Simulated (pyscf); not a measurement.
Elementary routes open to SiH₂ [singlet] + H₂O in the gas phase (singlet surface):
A. HO–SiH₃ (H–O broken; H–Si, O–Si formed)
B. HO–SiH: [singlet] + H₂ (H–Si, H–O broken; O–Si, H–H formed)
C. O=SiH₂ + H₂ (H–O, H–O broken; O–Si, H–H formed)

Structures and frequencies: ωB97X-D3(BJ)/def2-SVP in PySCF.

Task: Rank the routes by free-energy barrier at 900 K, lowest first, for ωB97M-D3(BJ)/def2-TZVP energies (ideal gas, 1 atm, RRHO with modes under 100 cm⁻¹ raised to 100, one conformer, R ln 2 for chiral ones without a mode under 150 cm⁻¹).

Result: B (131.9 kJ/mol), A (141.3 kJ/mol), C (325.5 kJ/mol)

Route B is the fastest of these, ahead of the next by 9.4 kJ/mol. The most stable products are those of A (ΔG = -185.0 kJ/mol), whose barrier is 9.4 kJ/mol higher: the kinetic and the thermodynamic product differ. At 298 K B is still the fastest. A: On the reactant side the descent ends in an adduct with a O–Si contact, 82.9 kJ/mol under the separated species and 97.4 kJ/mol under the saddle at ωB97X-D3(BJ)/def2-TZVP. B: On the reactant side the descent ends in an adduct with a O–Si contact, 82.9 kJ/mol under the separated species and 86.5 kJ/mol under the saddle at ωB97X-D3(BJ)/def2-TZVP. C: On the reactant side the descent ends in an adduct with a O–Si contact, 82.9 kJ/mol under the separated species and 311.1 kJ/mol under the saddle at ωB97X-D3(BJ)/def2-TZVP. Only these routes are compared; each barrier is that of the saddle found, and lower ones may exist. A restricted solution here is unstable towards spin polarisation, so biradical character is likely and single-reference numbers are less safe.
